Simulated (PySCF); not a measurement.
## Where does isocyanic acid take a proton?

System: isocyanic acid, `N=C=O` (CHNO). Optimised structure (Å), atoms numbered from 1:
```
N    -0.6975    0.2746   -0.1635
C     0.4618    0.0474   -0.4274
O     1.5729   -0.0532   -0.7622
H    -1.3168   -0.2535    0.4322
```

Energies: ωB97X-D3(BJ)/def2-TZVP (PySCF, density fitting, integration grid level 2) on PBE0-D3(BJ)/def2-SVP structures. ωB97X-D3(BJ) is ωB97X-V with D3(BJ) in place of VV10. Thermal corrections: PBE0-D3(BJ)/def2-SVP frequencies, unscaled, ideal gas at 298.15 K and 1 bar, quasi-RRHO entropy.

```
                site     product  PA / kJ/mol  GB / kJ/mol  gas share
 N1 (imine nitrogen)  [NH2+]=C=O          732          701   > 99.9 %
O3 (carbonyl oxygen)   N=C=[OH+]          659          628    < 0.1 %
```

PA is −ΔH and GB is −ΔG of B + H⁺ → BH⁺ in the gas phase. Shares are Boltzmann weights among the listed products; an error of 10 kJ/mol changes a ratio about 56-fold.

Of the listed sites N1 (imine nitrogen) is favoured in the gas phase, 72 kJ/mol ahead of O3 in free energy.

Measured values (NIST Chemistry WebBook, evaluated or the median of agreeing entries): proton affinity (−ΔH) 753 kJ/mol (computed 732, difference -20); gas-phase basicity (−ΔG) 719 kJ/mol (computed 701, difference -18). These are compared with the most favourable site that keeps the skeleton.

Differences come from unrounded values, so a last digit can differ from that of the printed terms.
